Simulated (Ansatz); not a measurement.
# CHN (singlet): from Hartree-Fock to the top rungs, 6-31G

The task here is to estimate one member of a computed series from the others.

Program: Ansatz 0.2.0, Gaussian basis. Level of theory: 6-31G, core rule «outside noble gas», up to 2 orbitals frozen. These are calculated values, not measurements.

To be run: UHF; CCSD(T) on RHF; CCSD(T) on UHF; BCCD(T) on RHF; CISD; CCSDT(Q) on RHF; CCSDT(Q) on UHF; CISDTQ; CCSDTQ on RHF; CCSDTQ on UHF; CASSCF and MRCISD+Q, 10 electrons in 9 orbitals; CASSCF and NEVPT2, 10 electrons in 9 orbitals; Full CI.

9 further runs of the same task are left out: 9 set aside as unsound or not needed.

### The system

The geometry is an MP2(full)/6-31G* stationary point (not a proven minimum).

3 atoms, charge 0, spin multiplicity 1.

Atoms are counted from 1 here; the program's logs count them from 0.

Bond lengths: C1–N2 1.176 Å, C1–H3 1.069 Å. Angles: N2–C1–H3 180.0°.

The first run:

The input, in.yaml:

```yaml
crystal:
  periodic: [false, false, false]
  atoms:
    - {symbol: C, position_ang: [0.000000, 0.000000, 0.035736]}
    - {symbol: N, position_ang: [0.000000, 0.000000, -1.140472]}
    - {symbol: H, position_ang: [0.000000, 0.000000, 1.104735]}
basis:
  gaussian: {orbitals: 6-31G}
magnetization: {spin_polarized: true, initial_magnetization: 0}
hamiltonian: {xc: hf}
output: {orbitals: {seedname: orbitals}}
```

Run with:

```sh
> ansatz run in.yaml --threads 1 --pin off --events-out ev --progress --plain --max-ram 4096MiB --backend cpu
```

Steps of the session up to this table: UHF; CCSD(T) on RHF; CCSD(T) on UHF; BCCD(T) on RHF; CISD; CCSDT(Q) on RHF; CCSDT(Q) on UHF; CISDTQ; CCSDTQ on RHF; CCSDTQ on UHF; CASSCF and MRCISD+Q, 10 electrons in 9 orbitals; CASSCF and NEVPT2, 10 electrons in 9 orbitals; Full CI.

One table of the session follows, with a row left open; its other results are not shown here.

```
          method  from FCI (meV)
             RHF         +6159.9
             UHF         +6158.4
            RMP2               ?
            CISD          +684.3
           RCCSD          +243.5
        RCCSD(T)           +43.8
         BCCD(T)           +44.2
          RCCSDT           +44.3
          CISDTQ           +44.2
       RCCSDT(Q)            -0.9
         RCCSDTQ            +5.1
  CASSCF valence         +1711.6
  NEVPT2 valence          +404.5
  MRCISD valence           +55.0
MRCISD+Q valence           +13.5
             FCI               0
```

**Question.** Estimate the row for RMP2.

The run gave: from FCI (meV): +256.2. In the column «from FCI (meV)» it lies between RCCSD (+243.5) and NEVPT2 valence (+404.5).
